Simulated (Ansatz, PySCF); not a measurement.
Reaction (SMILES): [PH2] (PH2) -> [PH2-] (an electron is taken up)
Geometries: B3LYP-D3(BJ)/def2-TZVP minima from Ansatz (a first-principles code).
Geometry of the first species:
```xyz
3

P      0.0052    -0.0015     0.1165
H     -0.0501     1.0329    -0.8596
H     -0.0274    -1.0099    -0.8876
```
Charge 0, spin multiplicity 2.

Quantity: adiabatic electron affinity (electronic energy difference), positive where the reaction releases energy, in eV. Valence correlation only, unless marked. UHF or UKS for open shells. No spin-orbit coupling. Non-relativistic. Anions need diffuse functions: aug- sets have them; def2-D sets add few; the other sets have none. CBS marks a two-point X^-3 extrapolation of the correlation energy; Hartree-Fock from the larger set.

| level | program | adiabatic electron affinity (eV) |
|---|---|---|
| HF-D4/def2-TZVPD | PySCF + dftd4 | … |
| PBE0/6-31G* | Ansatz | … |
| PBE0-D3(BJ)/def2-TZVPD | Ansatz + dftd3 | 0.95 |
| PBE0/def2-TZVP | Ansatz | 0.86 |
| TPSSh-D4/def2-TZVPD | PySCF + dftd4 | … |
| MN15-D3(BJ)/def2-TZVPD | PySCF + dftd3 | … |
| CAM-B3LYP-D3(BJ)/def2-TZVPD | Ansatz + dftd3 | 0.99 |
| wB97M-V/def2-TZVPD | Ansatz | 1.03 |
| B2GP-PLYP-D4/def2-TZVPD | Ansatz + dftd4 | 0.92 |
| CCSD/aug-cc-pV(D+d)Z | Ansatz | 0.97 |
| CCSD/def2-TZVPPD | Ansatz | 0.85 |
| CCSD(T) with core electrons (1s frozen past Ne)/cc-pwCVTZ | Ansatz | 0.74 |
| CCSD(T)/CBS(aug-cc-pV(T+d)Z,aug-cc-pV(Q+d)Z) | Ansatz | 1.26 |

Question: Complete the blanks.

Answer: 
- HF-D4/def2-TZVPD, adiabatic electron affinity (eV): -0.02
- PBE0/6-31G*, adiabatic electron affinity (eV): 0.67
- TPSSh-D4/def2-TZVPD, adiabatic electron affinity (eV): 0.96
- MN15-D3(BJ)/def2-TZVPD, adiabatic electron affinity (eV): 1.07
